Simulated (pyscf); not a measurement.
Structures and frequencies: ωB97X-D3(BJ)/def2-SVP in PySCF. Correlated levels are frozen-core, on RHF or UHF. ΔMP2 is the change of the MP2 total energy from the triple- to the quadruple-zeta basis.

Task: Estimate the classical barrier height and the reaction energy of `[NH2][GeH]([Cl])[Cl]` → `[Cl][Ge][Cl]` [singlet] + `[NH3]` at CCSD(T)/def2-TZVPP + ΔMP2(QZVPP). The step runs on the singlet surface, breaks Ge–N, Ge–H and forms H–N; take the reactant's lowest minimum found as zero.

Result: ΔE‡ = 57.3 kcal/mol, ΔE = +16.3 kcal/mol. Zero-point energy shifts the barrier by -2.1 kcal/mol. It is a 1,1-elimination, with an imaginary mode of 1539i cm⁻¹. On the product side the descent ends in an adduct with a Ge–N contact, 24.0 kcal/mol under the separated species and 65.7 kcal/mol under the saddle at ωB97X-D3(BJ)/def2-TZVP. What is counted as broken (Ge–N) persists as a longer contact in the product adduct; parting that adduct is a step of its own. At ωB97X-D3(BJ) the barrier from the zero used here is 60.1 kcal/mol. One saddle was located; it need not be the lowest between these sides. The CCSD(T) − MP2 part came from Ansatz, without density fitting, on the same reference. The frozen core leaves the outer d or s,p core shells of the metals and heavy elements correlated in the MP2 and CC values, and def2-TZVPP describes them poorly, which can shift differences by a few kcal/mol. Elements up to Kr have no core potential and no relativistic terms here.
